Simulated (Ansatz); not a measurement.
Elements on the sites of an ideal rutile lattice, at a guessed lattice constant:

```
CELL_PARAMETERS angstrom
0.00000 -3.94976 2.56735
-3.94976 0.00000 2.56735
-3.94976 -3.94976 -2.56735
ATOMIC_POSITIONS crystal
O 0.23167 0.23167 0.46333
O 0.56500 0.56500 0.13000
O 0.89833 0.89833 0.79667
O 0.10167 0.10167 0.20333
O 0.43500 0.43500 0.87000
O 0.76833 0.76833 0.53667
O 0.63833 0.02833 0.16667
O 0.97167 0.36167 0.83333
O 0.30500 0.69500 0.50000
O 0.02833 0.63833 0.16667
O 0.36167 0.97167 0.83333
O 0.69500 0.30500 0.50000
Si 0.33333 0.33333 0.66667
Si 0.66667 0.66667 0.33333
Si 0.00000 0.00000 0.00000
Si 0.33333 0.33333 0.16667
Si 0.00000 0.00000 0.50000
Ti 0.66667 0.66667 0.83333
```

Cell and atoms were relaxed without symmetry on coarser meshes and computed once more. Method: DFT PBE, scalar-relativistic, plane waves, PAW (Ansatz 0.2.0).

Cutoff 420 eV; k points 5×5×4 on the computed 18-atom cell (Γ-centred); Gaussian smearing, width 0.02 eV; no spin polarisation.

The relaxation ran on 3×3×2 (shifted) and then 4×4×3 k points with a smearing of 0.1 eV, from sites shaken by 0.02 Å.

Problem. What does the relaxation give?

Solution. A volume of 8.49 Å³/atom and a gap on the mesh of 1.96 eV. It lies 2.61 eV/atom below the elements' standard states (static lattices, no corrections for gases). The atoms leave their sites by 0.07 Å (root mean square) and 0.13 Å at most, and the cell stretches by up to 1.4 % at fixed volume.

```
O Si Ti
1.0
     0.02948   -4.30926    2.74474
    -4.30930    0.02949    2.74475
    -4.27744   -4.27742   -2.74111
O Si Ti
12 5 1
Direct
  0.23128 0.23131 0.46061
  0.54992 0.54994 0.14980
  0.91374 0.91376 0.78613
  0.10092 0.10095 0.20768
  0.41848 0.41852 0.88215
  0.78227 0.78230 0.51852
  0.64005 0.02084 0.16183
  0.98150 0.35075 0.83414
  0.31139 0.69218 0.50645
  0.02080 0.64009 0.16183
  0.35072 0.98154 0.83414
  0.69216 0.31142 0.50645
  0.33245 0.33249 0.66778
  0.66613 0.66615 0.33418
  0.99977 0.99980 0.00049
  0.32862 0.32863 0.16997
  0.00358 0.00363 0.49832
  0.66610 0.66614 0.83422
```

The gap is read on a mesh, which can miss the band edges, so it can be too wide.

Cost: 2 runs of about 3.6 core-minutes in all (earlier runs that led there not counted), on Arm Neoverse V2 (shared hosts).